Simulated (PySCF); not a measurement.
Complete the spectrum of 1,4-dichlorobutane

Compound: 1,4-dichlorobutane, C4H8Cl2.
Bonds: Cl1–C2, C2–C3, C3–C4, C4–C5, C5–Cl6. Hydrogens: H7, H8 on C2; H9, H10 on C3; H11, H12 on C4; H13, H14 on C5.

Method used: TDDFT B3LYP/def2-SVPD, vertical, gas phase, core orbitals frozen in the response (PySCF). Geometry: PBE0-D3(BJ)/def2-SVP, one conformer, isolated molecule. Torsions of this conformer, `[Cl:1][CH2:2][CH2:3][CH2:4][CH2:5][Cl:6]`: Cl1–C2–C3–C4 56°, C2–C3–C4–C5 49°, C3–C4–C5–Cl6 56°.

Lowest singlets, with some entries withheld (?).

```csv
state,ν̃ (cm⁻¹),f,"main configurations (H = HOMO, L = LUMO)"
S1,57640,0.0088,"H→L (84%), H-2→L+2 (11%)"
S2,58270,0.0049,"H-1→L (79%), H-3→L+2 (13%)"
S3,58600,0.0008,"H-2→L (42%), H→L+2 (38%), H→L+1 (16%)"
S4,59060,0.0051,"H-3→L (43%), H-1→L+2 (39%), H-1→L+1 (15%)"
S5,60900,0.011,"H→L+1 (79%), H→L+2 (12%)"
S6,61600,0.013,"H-1→L+1 (81%), H-1→L+2 (10%)"
S7,?,?,?
S8,?,?,?
S9,63590,0.0086,"H-2→L (39%), H→L+2 (34%), H-3→L+1 (22%)"
S10,63840,0.0050,"H-3→L (49%), H-1→L+2 (48%)"
```

Q: Supply the missing values.

A: 
- S7: ν̃ = 63400 cm⁻¹; f = 0.028; H-2→L+1 (87%)
- S8: ν̃ = 63460 cm⁻¹; f = 0.018; H-3→L+1 (67%), H-2→L (12%), H→L+2 (12%)

Q: How far apart are S8 and S9, in eV and cm⁻¹?

A: 7.885 − 7.869 = 0.016 eV, or about 130 cm⁻¹.

Q: What is the vertical ionisation energy by ΔSCF at this level?

A: 10.24 eV; −ε(HOMO) is 8.15 eV.

Q: What is the mean static polarisability from the same response equations?

A: 77.8 au (11.53 Å³), with principal values 70.8, 73.0 and 89.6 au.

The run took 1.9 min on Arm Neoverse V1, one thread, shared host.
